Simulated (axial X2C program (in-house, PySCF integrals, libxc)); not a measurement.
SiO⁺: nuclear properties from DFT to coupled cluster

Calculated with an axial X2C code built on PySCF integrals: two-component X2C with atomic mean-field Coulomb and Gaunt terms, Gaussian nuclei, basis Si dyall-av3z, O dyall-av3z with contracted cores.

R = 1.530 Å (near the PBE0 minimum at charge 1 of the determinant lowest at the starting distance; the state shown can have its own minimum elsewhere); state Ω = 1/2 (⟨Sz⟩ = 0.50, ⟨Lz⟩ = 0.00 at PBE0).

```tsv
level	Eeff magnitude (GV/cm)	Ws magnitude Si (kHz)	A∥/gI Si (MHz)	qzz Si (a.u.)	A∥/gI O (MHz)
PBE0	0.21	0.178	472	-0.97	213
HF	0.0915	0.107	-223	-1.19	431
B3LYP	0.206	0.176	525	-0.97	237
```

Eeff is the effective electric field on the electron electric dipole moment in this Ω state and Ws the scalar–pseudoscalar constant of the nucleus named (defined with the proton number Z and per Ω); A∥ (defined per Ω) follows by multiplying with gI = μI/(I μN); qzz is the electric field gradient, eQq0 = 234.96 MHz × Q/barn × qzz. The operators were transformed with the bare-nucleus X2C matrices; with these basis sets, hyperfine constants and field gradients can be off by tens of per cent, and where levels differ in sign neither size nor sign is settled.

Finite-field MP2, CCSD and CCSD(T), with 9 electrons correlated in 110 natural virtual spinors (MP2 remainder added):

```csv
level,Eeff magnitude (GV/cm),Ws magnitude Si (kHz),A∥/gI Si (MHz),qzz Si (a.u.),A∥/gI O (MHz)
MP2,0.274,0.21,186,-0.89,114
CCSD,0.214,0.175,485,-0.95,219
CCSD(T),0.237,0.188,592,-0.89,190
```

T1 = 0.072 (Lee–Taylor), a sign of multireference character. One unrestricted determinant, the lowest of a limited PBE0 search, is the reference; the functionals treat spin collinearly. Eeff spreads by more than a factor of two over the levels. Correlation of the inner shells is missing, which matters for properties at the nucleus. Number of frozen shells: Si 2 s, 1 p; O 1 s.

(1) By how much does correlation change each value, CCSD(T) against HF?

## Answers

(1) Eeff magnitude 159 %; Ws magnitude Si 76 %; A∥/gI Si from -223 to 592, a change of sign; qzz Si -25 %; A∥/gI O -56 %.
